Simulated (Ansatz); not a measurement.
Reactions of C$_{4}$H$_{5}$N (`C=CN1C=C1`).

Program: Ansatz. Geometries: PBE0-D4/def2-TZVP. ΔE: electronic, gas phase. CCSD(T)/CBS adds triple-zeta CCSD(T) − MP2 to the extrapolated MP2 energy (def2 sets, frozen cores). This one scheme is used for every species, atoms too. Double bonds are as drawn, so ΔE can hold a change between cis and trans. No spin–orbit coupling; open shells (•) take unrestricted orbitals. Spin–orbit coupling would lower the free atoms: a little for C. One conformer a species, not always the lowest.

**Question.** Order these by ΔE at CCSD(T)/CBS, lowest first. (Estimate.)
A. `C=CN1C=C1` → `CC=C=C=N`
B. `C=CN1C=C1` + `F/C=C/F` → `C=C/C(F)=C\F` + `C1=CN1`
C. `C=CN1C=C1` → `c1cc[nH]c1`
D. `C=CN1C=C1` + `C#CCO` → `C#CCOC=C` + `C1=CN1`
E. `C=CN1C=C1` → 4 C• + 5 H• + N•
F. `C=CN1C=C1` → `C/C=C/C#N`

**Answer.** C (-96.4 kcal/mol), F (-84.8 kcal/mol), A (-45.1 kcal/mol), B (-10.2 kcal/mol), D (+2.5 kcal/mol), E (+972.6 kcal/mol).

Largest T1 diagnostic: 0.015, for `CC=C=C=N`.
